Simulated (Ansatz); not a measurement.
# Worked example: correlation energy of CH2⁺, doublet

Geometry: that of the CH2, singlet, kept fixed.

```csv
atom,x (Å),y (Å),z (Å)
C,0.0000,-0.1011,0.0000
H,0.0000,0.6021,-0.8621
H,0.0000,0.6021,0.8621
```

Basis cc-pVTZ; Ansatz 0.2.0. Only valence electrons are correlated (noble-gas cores frozen), which leaves 5 electrons in 57 orbitals. R marks a restricted (for open shells ROHF) determinant, U an unrestricted one.

Full CI isn't at hand for all of this; UCCSDT(Q) serves as the reference, and is uncertain by about the last step of the cluster series.

Runs differ by some tens of microhartree through their thresholds and, for an open shell, their frozen cores, so steps under 0.03 kcal/mol mean nothing.

| level | total energy (hartree) |
| --- | --- |
| UHF | -38.556368 |
| UMP2 | -38.652740 |
| UCCSD | -38.672935 |
| UCCSD(T) | -38.675254 |
| UCCSDT | -38.675722 |
| UCCSDT(Q) | -38.675758 |

Question: What is the correlation energy at UCCSDT(Q), and what share of it do UMP2 and UCCSD recover?

Answer: E(corr) = -38.675758 − (-38.556368) = -0.119390 hartree = -3.249 eV. UMP2: -0.096372 / -0.119390 = 80.72 %. UCCSD: -0.116567 / -0.119390 = 97.64 %.

Question: By how many kcal/mol does UCCSD(T) miss UCCSDT(Q) (1 hartree = 627.509 kcal/mol), and which steps make up the rest?

Answer: -38.675254 − (-38.675758) = 0.000504 hartree = 0.32 kcal/mol. Steps: UCCSDT − UCCSD(T) = -0.29, UCCSDT(Q) − UCCSDT = -0.02 kcal/mol. That is within 1 kcal/mol of the reference in this basis, which itself misses far more of the correlation at the basis-set limit.
